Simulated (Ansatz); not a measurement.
# C2H3ClF2: the cost of one run

Method: the settings change from run to run; program: Ansatz 0.2.0, Gaussian basis.

**1. The geometry**

The geometry comes from an earlier relaxation with PBE0-D4 in a triple-zeta def2 set; it is a stationary point, not always the lowest conformer.

8 atoms, charge 0, spin multiplicity 1.

Atoms are counted from 1 here; the program's logs count them from 0.

Bond lengths: C1–C2 1.499 Å, C1–H6 1.089 Å, C1–H7 1.091 Å, C1–H8 1.089 Å, C2–F3 1.343 Å, C2–F4 1.343 Å, C2–Cl5 1.781 Å. Angles: C2–C1–H6 109.7°, C2–C1–H7 108.3°, C2–C1–H8 109.7°, H6–C1–H7 109.7°, H6–C1–H8 109.6°, H7–C1–H8 109.7°, C1–C2–F3 111.0°, C1–C2–F4 111.0°, C1–C2–Cl5 112.0°, F3–C2–F4 106.8°, F3–C2–Cl5 107.9°, F4–C2–Cl5 107.9°.

**2. CAM-B3LYP/cc-pVTZ**

Set apart from the defaults: a point charge of 2.00 e beside it, high accuracy.

Contents of in.yaml:

```yaml
crystal:
  periodic: [false, false, false]
  atoms:
    - {symbol: C, position_ang: [-0.580477, -0.312824, 0.470182]}
    - {symbol: C, position_ang: [0.536630, 0.172637, -0.402853]}
    - {symbol: F, position_ang: [1.725505, 0.007235, 0.199479]}
    - {symbol: F, position_ang: [0.583813, -0.518182, -1.553560]}
    - {symbol: Cl, position_ang: [0.364437, 1.898593, -0.808009]}
    - {symbol: H, position_ang: [-0.589641, 0.249859, 1.401950]}
    - {symbol: H, position_ang: [-0.416823, -1.371037, 0.680705]}
    - {symbol: H, position_ang: [-1.531245, -0.183380, -0.043795]}
basis:
  gaussian: {orbitals: cc-pVTZ, point_charges: [{charge: 2.00, position_ang: [5.589, -0.664, -0.636]}]}
hamiltonian: {xc: {name: CAM-B3LYP}}
accuracy: high
output: {forces: true}
```

Launch:

```sh
> ansatz run in.yaml --threads 4 --pin off --events-out ev --progress --plain --max-ram 10444MiB
```

**Question.** How long does this run take on 4 threads of Intel Xeon Platinum 8175M at 2.50GHz, shared host, and how much memory does it need?

About 13 s, with a peak of 1.2 GiB.
